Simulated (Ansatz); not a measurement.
# HS (doublet): the correlation ladder, 6-31G*

Aim: climb from Hartree-Fock through coupled cluster and multireference methods for HS (doublet) at one geometry and basis, and see what each rung misses.

Computed with Ansatz 0.2.0, Gaussian basis. Level: 6-31G*, core rule «outside noble gas», up to 5 orbitals frozen.

Plan: UHF; CCSD(T) on ROHF; CCSD(T) on UHF; BCCD(T) on ROHF; CISD; CCSDT(Q) on ROHF; CCSDT(Q) on UHF; CISDTQ; CCSDTQ on ROHF; CCSDTQ on UHF; CASSCF and MRCISD+Q, 7 electrons in 5 orbitals; CASSCF and NEVPT2, 7 electrons in 5 orbitals; Full CI.

9 further runs of the same task are left out: 9 set aside as unsound or not needed.

## 1. The system

The geometry is an MP2(full)/6-31G* stationary point (not a proven minimum).

2 atoms, charge 0, spin multiplicity 2.

Atoms are counted from 1 here; the program's logs count them from 0.

Bond lengths: S1–H2 1.344 Å.

## 2. UHF

Input file in.yaml:

```yaml
crystal:
  periodic: [false, false, false]
  atoms:
    - {symbol: S, position_ang: [0.000000, 0.000000, 0.000000]}
    - {symbol: H, position_ang: [0.000000, 0.000000, 1.344413]}
basis:
  gaussian: {orbitals: "6-31G*"}
magnetization: {spin_polarized: true, initial_magnetization: 1}
hamiltonian: {xc: hf}
output: {orbitals: {seedname: orbitals}}
```

On the command line:

```bash
$ ansatz run in.yaml --threads 1 --pin off --events-out ev --progress --plain --max-ram 2880MiB --backend cpu
```

After this run come: CCSD(T) on ROHF; CCSD(T) on UHF; BCCD(T) on ROHF; CISD; CCSDT(Q) on ROHF; CCSDT(Q) on UHF; CISDTQ; CCSDTQ on ROHF; CCSDTQ on UHF; CASSCF and MRCISD+Q, 7 electrons in 5 orbitals; CASSCF and NEVPT2, 7 electrons in 5 orbitals; Full CI.

**Question.** What will the summary of the whole plan be? Wanted: FCI below the RHF energy; RMP2 from FCI; UMP2 from FCI; RCCSD from FCI; RCCSD(T) from FCI; UCCSD(T) from FCI; RCCSDT(Q) from FCI; UCCSDT(Q) from FCI; NEVPT2 valence from FCI.

**Answer**, as computed:

```
                         quantity                                                                                                          value
         FCI below the RHF energy                                                                                                     -3.3916 eV
                    RMP2 from FCI                                                                                                +14.33 kcal/mol
                    UMP2 from FCI                                                                                                +14.50 kcal/mol
                   RCCSD from FCI                                                                                                 +1.66 kcal/mol
                RCCSD(T) from FCI                                                                                                 +0.31 kcal/mol
                UCCSD(T) from FCI                                                                                                 +0.30 kcal/mol
               RCCSDT(Q) from FCI                                                                                                  0.00 kcal/mol
               UCCSDT(Q) from FCI                                                                                                  0.00 kcal/mol
          NEVPT2 valence from FCI                                                                                                +15.65 kcal/mol
        MRCISD+Q valence from FCI                                                                                                 -0.08 kcal/mol
levels within 1 kcal/mol (43 meV)  RCCSD(T), UCCSD(T), BCCD(T), RCCSDT, UCCSDT, CISDTQ, RCCSDT(Q), UCCSDT(Q), RCCSDTQ, UCCSDTQ, MRCISD+Q valence
                    T1 diagnostic                                                                                                          0.013
   effectively unpaired electrons                                                                                                           1.03
```

In words: RCCSD(T) lands +0.31 kcal/mol from the yardstick (0.4 % of the correlation energy). MRCISD+Q valence falls below full CI: the +Q correction isn't variational, and the cores differ from full CI's. One determinant dominates. Of the multireference levels listed MRCISD+Q valence comes nearest in total energy (-0.08 kcal/mol), which doesn't show that its space is the better one. These misses are within one basis, not against nature; the frozen cores of restricted and unrestricted runs differ, which can shift their rows.
